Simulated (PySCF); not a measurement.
A structure optimised at GFN2-xTB (Å):
```
atom  x, y, z in Å
N1    -2.4274    0.0744   -0.4253
C2    -1.2995    0.0399   -0.2178
C3     0.0399   -0.0001    0.0281
C4     1.2226   -0.0365    0.2475
F5     2.4730   -0.0749    0.4791
```

Charge 0, singlet.

(1) Read off the bonds between heavy atoms and their formal orders.

(2) Give the structure as a SMILES string.

(3) What is the point group of this geometry?

(4) Classify the heavy atoms.

(5) What is the arrangement about C3?

(6) What is the arrangement about C2?

Answers

(1) N1–C2 1.15 Å (triple); C2–C3 1.36 Å (single); C3–C4 1.20 Å (triple); C4–F5 1.27 Å (single).

(2) `N#CC#CF`, C3FN, fluorocyanoacetylene. Among its features: nitrile, alkyne and C–F bond.

(3) C∞v (tolerance 0.08 Å).

(4) N1: nitrile nitrogen; C2: nitrile carbon; C3: alkyne carbon; C4: alkyne carbon; F5: fluorine bonded to C.

(5) It has 2 neighbours (C2, C4) and is linear (angle 179.9°).

(6) It has 2 neighbours (N1, C3) and is linear (angle 180.0°).

These are computed values.
